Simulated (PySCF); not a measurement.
# From one method to the next for MgF (quartet)

What do other methods print for MgF (quartet)?

Method: method and basis as typed in the scripts; program: PySCF 2.14.0.

3 further runs of the same task are left out: 3 that didn't finish.

### 1 Where the work starts

MgF (quartet): 2 atoms, charge 0, spin multiplicity 4.

Bond lengths: Mg1–F2 1.832 Å.

### 2 The run that the others are compared with

input.py reads:

```python
from pyscf import gto, scf

mol = gto.M(
    atom='Mg 0 0 0; F 0 0 1.832',
    basis='pcseg-2',
    charge=0,
    spin=3,
    verbose=4,
)
mf = scf.UHF(mol)
mf.kernel()
mf.analyze()
print('orbital energies (hartree):', [e[max(0, n-3):n+3].round(4) for e, n in zip(mf.mo_energy, mol.nelec)])
```

Started as:

```
$ OMP_NUM_THREADS=1 python input.py
```

### 3 ROHF

Edit 1 changes SCF type: UHF → ROHF.

input.py reads:

```python
from pyscf import gto, scf

mol = gto.M(
    atom='Mg 0 0 0; F 0 0 1.832',
    basis='pcseg-2',
    charge=0,
    spin=3,
    verbose=4,
)
mf = scf.ROHF(mol)
mf.kernel()
mf.analyze()
print('orbital energies (hartree):', mf.mo_energy[..., max(0, mol.nelec[1]-3):mol.nelec[0]+3].round(4))
```

### 4 Gradient

Edit 2 changes step after the SCF: analyze → gradient.

Changes to input.py since step 2:

```diff
@@ -11,3 +11,4 @@
 mf.kernel()
-mf.analyze()
+mf.nuc_grad_method().kernel()
+mf.dip_moment()
 print('orbital energies (hartree):', [e[max(0, n-3):n+3].round(4) for e, n in zip(mf.mo_energy, mol.nelec)])
```

### 5 CASSCF (ROHF)

Edit 3 changes step after the SCF: analyze → casscf; SCF type: UHF → ROHF; active space: none → 3 electrons in 4 orbitals.

input.py reads:

```python
from pyscf import gto, scf, mcscf

mol = gto.M(
    atom='Mg 0 0 0; F 0 0 1.832',
    basis='pcseg-2',
    charge=0,
    spin=3,
    verbose=4,
)
mf = scf.ROHF(mol)
mf.kernel()
mc = mcscf.CASSCF(mf, 4, 3)
mc.kernel()
mc.analyze()
mf.dip_moment()
print('orbital energies (hartree):', mf.mo_energy[..., max(0, mol.nelec[1]-3):mol.nelec[0]+3].round(4))
```

### 6 Stability test

Edit 4 changes step after the SCF: analyze → stability.

Changes to input.py since step 2:

```diff
@@ -11,3 +11,4 @@
 mf.kernel()
-mf.analyze()
+mf.stability(internal=True, external=True)
+mf.dip_moment()
 print('orbital energies (hartree):', [e[max(0, n-3):n+3].round(4) for e, n in zip(mf.mo_energy, mol.nelec)])
```

### 7 SCF alone

Edit 5 changes step after the SCF: analyze → none.

Changes to input.py since step 2:

```diff
@@ -11,3 +11,3 @@
 mf.kernel()
-mf.analyze()
+mf.dip_moment()
 print('orbital energies (hartree):', [e[max(0, n-3):n+3].round(4) for e, n in zip(mf.mo_energy, mol.nelec)])
```

### 8 Geometry optimisation

Edit 6 changes step after the SCF: analyze → optimize.

input.py reads:

```python
from pyscf import gto, scf
from pyscf.geomopt.geometric_solver import optimize

mol = gto.M(
    atom='Mg 0 0 0; F 0 0 1.832',
    basis='pcseg-2',
    charge=0,
    spin=3,
    verbose=4,
)
mf = scf.UHF(mol)
mf.kernel()
mol_eq = optimize(mf, maxsteps=30)
print('optimised geometry (angstrom)')
print(mol_eq.tostring('raw'))
print('orbital energies (hartree):', [e[max(0, n-3):n+3].round(4) for e, n in zip(mf.mo_energy, mol.nelec)])
```

What does the calculation give? Wanted: for each run, E(SCF); from base; gap, α spin; SCF dipole; after the SCF.

The runs gave:

| run | E(SCF) (hartree) | from base (eV) | cycles | gap, α spin (eV) | SCF dipole (D) | after the SCF |
| --- | --- | --- | --- | --- | --- | --- |
| base | -298.910246 | 0 | 15 | 5.62 | 2.41 | n/a |
| ROHF | -298.905441 | +0.1307 | 29 | n/a | 2.41 | n/a |
| gradient | -298.910246 | 0.0000 | 15 | 5.62 | 2.41 | n/a |
| CASSCF (ROHF) | -298.905441 | +0.1307 | 29 | n/a | 2.41 | CASSCF correlation 0.000 eV (this space leaves nothing to correlate) |
| stability test | -298.910246 | 0.0000 | 15 | 5.62 | 2.41 | unstable: UHF/UKS -> GHF/GKS |
| SCF alone | -298.910246 | 0.0000 | 15 | 5.62 | 2.41 | n/a |
| geometry optimisation | -298.910246 | 0.0000 | 15 | 5.62 | n/a | bond 3.942 Å, -0.858 eV |

SCF columns refer to the geometry typed in the script.

What this shows: The dearest run is “geometry optimisation”, at 8.3 s against 0.58 s.
